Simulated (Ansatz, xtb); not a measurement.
# A geometry optimisation of C4H with r2SCAN-D4/def2-SVP

The starting geometry of this gas-phase doublet has its atoms placed at random.

```yaml
atoms:
  - { symbol: C, position_ang: [0.7447, -1.0713, -0.1169] }
  - { symbol: C, position_ang: [0.6456, 1.1145, 1.1995] }
  - { symbol: C, position_ang: [-1.0375, -0.4850, 0.3045] }
  - { symbol: C, position_ang: [1.8378, 0.0427, 0.7588] }
  - { symbol: H, position_ang: [1.2874, -0.6701, -1.0752] }
```

Q: Guess where an optimisation with r2SCAN-D4/def2-SVP ends from this start.

A: It ends as a structure given below by its coordinates. Distances that change by over a tenth: C2–C4 (1.66 → 1.45 Å). Contacts that close: C1–C3 (1.92 → 1.41 Å), C1–C4 (1.79 → 1.41 Å), C2–C3 (2.49 → 1.45 Å).

The energy falls by 8.41 eV over 12 steps:

```csv
step,E − E(last) (eV)
1,8.407
2,4.388
3,1.941
5,0.220
6,0.114
7,0.075
8,0.013
10,0.000
11,0.000
12,0.000
```

Final geometry (Å):

```xyz
5

C     0.8299   -0.6360   -0.2109
C     0.4102    0.8905    1.0384
C    -0.3067   -0.2682    0.5302
C     1.4507   -0.1200    0.9403
H     1.0940   -0.9354   -1.2274
```

From the same start GFN2-xTB reaches the same bonding as this run.

From so rough a start the end depends on the optimiser's path, so another program may land elsewhere. No frequencies were run, so the end isn't proven a minimum. Open shells are spin-unrestricted. Run with Ansatz 0.2.0, 120 s on 1 thread of Arm Neoverse V1, on a shared host.
